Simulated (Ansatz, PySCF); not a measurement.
Cohesive energy (eV/atom) of elemental solids other than molecular ones (34 solids), computed with PBE (Ansatz, an electronic-structure program, PySCF; the runs differ in potentials, basis or settings) and with r²SCAN+rVV10 in Ansatz (PAW). The set holds measured phases with no doubt noted on the run or the magnetic state but for the caveats below. 4 more of the class have both values but aren't in it, for one of these reasons: built or high-temperature cells, doubts on the run or the magnetic state, unlike cells, values of zero, layered or molecular crystals. Solids without a value at one level (not run, failed, or a magnetic order lost), or held back for tests, aren't counted.

Every twentieth of the way through the set, in order of the shift (worked out from unrounded values):

```tsv
solid	PBE	r²SCAN+rVV10	shift (eV/atom)
hcp Ti	5.28	4.90	-0.38
diamond	7.72	7.64	-0.08
hcp Ru	6.76	6.69	-0.07
bcc W	8.40	8.40	0.00
bcc Li	1.61	1.62	+0.01
bcc K	0.87	0.92	+0.05
bcc Cs	0.71	0.78	+0.06
fcc Ni	4.76	4.91	+0.15
hcp Be	3.73	3.89	+0.16
fcc Pb	2.95	3.11	+0.16
bcc Ta	8.13	8.34	+0.21
diamond-structure Si	4.56	4.82	+0.26
hcp Hf	6.41	6.69	+0.27
grey tin (α-Sn)	3.17	3.46	+0.30
fcc Al	3.43	3.74	+0.31
fcc Sr	1.61	1.94	+0.32
diamond-structure Ge	3.73	4.06	+0.33
bcc Ba	1.88	2.23	+0.34
fcc Cu	3.52	4.13	+0.61
fcc Ag	2.53	3.17	+0.64
fcc Au	3.05	3.82	+0.77
```

The shift from PBE to r²SCAN+rVV10 has a median of +0.23 eV/atom, and eight in ten lie between -0.06 eV/atom and +0.60 eV/atom; r²SCAN+rVV10 is the larger in 28 and the smaller in 5 of 34.

Ansatz's runs of these crystals have no spin polarisation, but for bcc Fe, hcp Co, fcc Ni. Meta-GGAs and exact exchange favour moments, which can bear on fcc Pd, bcc Fe, hcp Co, hcp Ti, fcc Rh, fcc Ni.

Density-functional runs with spin start from parallel moments for bcc Fe, parallel moments for hcp Co, parallel moments for fcc Ni.

Spin–orbit coupling is left out, also for the solids with elements from indium on (bcc Ta, body-centred tetragonal In, bcc Ba, white tin (β-Sn), grey tin (α-Sn), bcc W, fcc Ir, hcp Re, bcc Cs, hcp Hf and 2 more); its size isn't shown.

Caveats cover the rows that aren't shown too.

Free atoms are spin-polarised, in the lowest state found; at levels without +SOC their spin–orbit coupling is left out. The solid named is at each level's own relaxed cell; a reference phase can be a single point on another level's cell. Ansatz's density-functional and Hartree–Fock values are scalar-relativistic unless marked +SOC, with PAW data made under PBE.
